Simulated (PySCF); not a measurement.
# Solver options tried on LiO

The same problem is solved with other solver options, one edit a run.

The runs use PySCF 2.14.0; method and basis as typed in the scripts.

2 further runs of the same task are left out: 2 that didn't finish.

## Step 1: The starting structure

LiO: 2 atoms, charge 0, spin multiplicity 2.

Bond lengths: Li1–O2 1.753 Å.

## Step 2: The run that the others are compared with

The input, input.py:

```python
from pyscf import gto, scf

mol = gto.M(
    atom='Li 0 0 0; O 0 0 1.753',
    basis='6-311g**',
    charge=0,
    spin=1,
    verbose=4,
)
mf = scf.UHF(mol)
mf = mf.density_fit(auxbasis='def2-universal-jkfit')
mf.kernel()
mf.analyze()
print('orbital energies (hartree):', [e[max(0, n-3):n+3].round(4) for e, n in zip(mf.mo_energy, mol.nelec)])
```

The run is started by

```console
$ OMP_NUM_THREADS=1 python input.py
```

The log of this run is left out.

It gives: E(SCF) = -82.297167 Eh, 10 cycles, ⟨S²⟩ = 0.758, μ = 6.89 D.

The bond length is a typed value, not an optimised one.

## Step 3: Convergence threshold 1e-11 hartree

Variant 1 changes convergence threshold: default → 1e-11 hartree.

The input, input.py:

```python
from pyscf import gto, scf

mol = gto.M(
    atom='Li 0 0 0; O 0 0 1.753',
    basis='6-311g**',
    charge=0,
    spin=1,
    verbose=4,
)
mf = scf.UHF(mol)
mf = mf.density_fit(auxbasis='def2-universal-jkfit')
mf.conv_tol = 1e-11
mf.kernel()
mf.analyze()
print('orbital energies (hartree):', [e[max(0, n-3):n+3].round(4) for e, n in zip(mf.mo_energy, mol.nelec)])
```

The run is started by

```console
$ OMP_NUM_THREADS=1 python input.py
```

## Step 4: Damping 0.8

Variant 2 changes damping: none → 0.8.

Changes to input.py since step 2:

```diff
@@ -11,2 +11,4 @@
 mf = mf.density_fit(auxbasis='def2-universal-jkfit')
+mf.damp = 0.8
+mf.diis_start_cycle = 8
 mf.kernel()
```

## Step 5: Convergence threshold 1e-05 hartree

Variant 3 changes convergence threshold: default → 1e-05 hartree.

Changes to input.py since step 2:

```diff
@@ -11,2 +11,3 @@
 mf = mf.density_fit(auxbasis='def2-universal-jkfit')
+mf.conv_tol = 1e-05
 mf.kernel()
```

## Step 6: DIIS space 12

Variant 4 changes DIIS space: default → 12.

Changes to input.py since step 2:

```diff
@@ -11,2 +11,3 @@
 mf = mf.density_fit(auxbasis='def2-universal-jkfit')
+mf.diis_space = 12
 mf.kernel()
```

What does the calculation give? Wanted: for each run, E(SCF); from base; gap, α spin; SCF dipole.

**Answer**, as computed:

```tsv
run	E(SCF) (hartree)	from base (eV)	cycles	gap, α spin (eV)	SCF dipole (D)
base	-82.297167	0	10	10.44	6.89
convergence threshold 1e-11 hartree	-82.297167	0.0000	12	10.44	6.89
damping 0.8	-82.297167	0.0000	16	10.44	6.89
convergence threshold 1e-05 hartree	-82.297167	0.0000	7	10.43	6.89
DIIS space 12	-82.297167	0.0000	10	10.44	6.89
```

Distance from each run's final energy (log10 hartree) by cycle:

```tsv
run	cycle 1	cycle 2	cycle 3	cycle 5	cycle 8	cycle 12
base	-1.4	-2.0	-3.2	-4.4	-8.0	done
convergence threshold 1e-11 hartree	-1.4	-2.0	-3.2	-4.4	-8.0	< -11
damping 0.8	-1.4	-1.7	-1.9	-2.3	-3.3	-5.7
convergence threshold 1e-05 hartree	-1.4	-2.0	-3.2	-4.4	done	done
DIIS space 12	-1.4	-2.0	-3.2	-4.4	-8.0	done
```

No change of the SCF energy comes from convergence threshold 1e-11 hartree or damping 0.8 or convergence threshold 1e-05 hartree or DIIS space 12. The base needs 10 cycles and the run with damping 0.8 needs 16.
